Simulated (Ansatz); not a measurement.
# C2H6O (dimethyl ether): from total energies to a heat of formation

C2H6O has 9 atoms, charge 0, and is taken as a singlet. As SMILES, `COC`. The coordinates come from a PBE0-D4/def2-TZVP relaxation.

Total energies at r2SCAN/cc-pVDZ (Ansatz 0.2.0); the atoms run unrestricted:

```
species    state  energy (Eh)
  C2H6O  singlet  -154.935008
      C  triplet   -37.826272
      O  triplet   -75.032250
      H  doublet    -0.499208
```

Harmonic wavenumbers at PBE0-D4/def2-TZVP, in cm⁻¹: 213, 248, 413, 978, 1134, 1163, 1194, 1226, 1271, 1454, 1475, 1484, 1484, 1491, 1510, 2977, 2988, 3028, 3034, 3134, 3136.

Measured heats of formation of the gaseous atoms at 298.15 K, in kJ/mol: C 716.9, O 249.2, H 218.0. Spin-orbit lowering of the atoms at 298 K (mean of the ground term's levels less their thermal mean, from spectra), in kJ/mol: C 0.02, O 0.40. Take 1 Eh = 2625.50 kJ/mol, 1 cm⁻¹ = 0.0119627 kJ/mol, RT = 2.479 kJ/mol.

**Question.** What heat of formation follows?

**Answer.** 
1. Electronic atomisation energy: 2 × (-37.826272) + (-75.032250) + 6 × (-0.499208) − (-154.935008) = 1.254966 Eh = 3294.9 kJ/mol.
2. Zero-point energy: half the sum of the wavenumbers, 17517.5 cm⁻¹ = 209.6 kJ/mol.
3. Thermal vibrational enthalpy, Σ hcν̃/(exp(hcν̃/kT) − 1): 3.9 kJ/mol. Translation, rotation and pV of a non-linear molecule: 4 RT = 9.9 kJ/mol.
4. The 9 free atoms carry 5/2 RT each: 55.8 kJ/mol.
5. Spin-orbit coupling lowers the free atoms by 2 × 0.02 + 0.40 = 0.4 kJ/mol.
6. Atomisation enthalpy at 298 K: 3294.9 − 0.4 − 209.6 − 3.9 − 9.9 + 55.8 = 3126.9 kJ/mol.
7. Sum of the atoms' heats of formation: 2991.0 kJ/mol. Heat of formation: 2991.0 − 3126.9 = -135.9 kJ/mol.

The tabulated value is -184.0 kJ/mol (Active Thermochemical Tables), so this level is off by +48.1 kJ/mol, or 1.5 % of the atomisation enthalpy that the table implies (3175.0 kJ/mol). Anharmonicity and any spin-orbit splitting of the molecule are left out.
